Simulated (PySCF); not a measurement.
# A diatomic session: BH

An exercise on one series of results from a longer session: the logs are not shown, and one member is left open.

Method: B def2-SVPD, H def2-SVPD, no relativity; program: PySCF 2.14.0.

The first run:

The job is set up so:

```yaml
atoms: B, H
charge: 0
basis: B def2-SVPD, H def2-SVPD
Hamiltonian: no relativity
basis_functions: 28
electrons_treated: 6
masses_in_u: 11.0093, 1.0078
levels: PBE0, PBE, r²SCAN, B2PLYP, TPSS, BHandHLYP, HF, MP2, SCS-MP2, CCSD, CCSD(T)
grid: 80 radial by 434 angular points
occupations: held fixed by the projection of orbital angular momentum
dissociation_limit: B + H, each in its ground configuration
starting_distance_in_angstrom: 1.135
values_of_2S_to_try: 0, 2
```

Launch:

```console
$ OMP_NUM_THREADS=1 python dia.py task.json out
```

Steps of the session up to this table: Set-up; First curve: PBE0; Higher solutions at PBE0; PBE (GGA); r²SCAN (meta-GGA); B2PLYP; TPSS; BHandHLYP (global hybrid GGA); RHF (mean field); Adding correlation.

One table of the session follows, with a row left open; its other results are not shown here.

It belongs to the step «The curves together». Energy (eV) from each level's lowest point:

| R (Å) | RHF | RHF-MP2 | RHF-SCS-MP2 | RHF-CCSD | RHF-CCSD(T) |
| --- | --- | --- | --- | --- | --- |
| 1.075 | 0.326 | 0.350 | 0.352 | n/a | n/a |
| 1.125 | 0.133 | 0.150 | 0.151 | 0.166 | 0.168 |
| 1.175 | 0.030 | 0.039 | 0.040 | 0.050 | 0.051 |
| 1.212 | 0.000 | 0.003 | 0.004 | 0.009 | 0.009 |
| 1.250 | ? | ? | ? | ? | ? |
| 1.288 | 0.033 | 0.024 | 0.023 | 0.018 | 0.017 |
| 1.337 | 0.108 | 0.090 | 0.088 | 0.075 | 0.073 |
| 1.400 | 0.244 | 0.214 | 0.210 | 0.186 | 0.182 |
| 1.475 | 0.451 | 0.405 | 0.400 | 0.360 | 0.354 |
| 1.575 | 0.774 | 0.706 | 0.697 | n/a | n/a |

**Question.** Estimate the row for R (Å) = 1.250.

Worked estimate for «RHF». A straight line through the neighbours (1.212, 0.000) and (1.288, 0.033) gives 0.000 + (0.033 − 0.000) × (1.250 − 1.212) / (1.288 − 1.212) = 0.017; a parabola fitted to 4 rows on both sides gives 0.003.

As computed: RHF: 0.003; RHF-MP2: 0.000; RHF-SCS-MP2: 0.000; RHF-CCSD: 0.000; RHF-CCSD(T): 0.000. In «RHF» the line misses by +0.014 and the parabola by 0.000.

State 2 has its PBE0 minimum 0.83 eV higher. The other levels ran on the lowest alone.
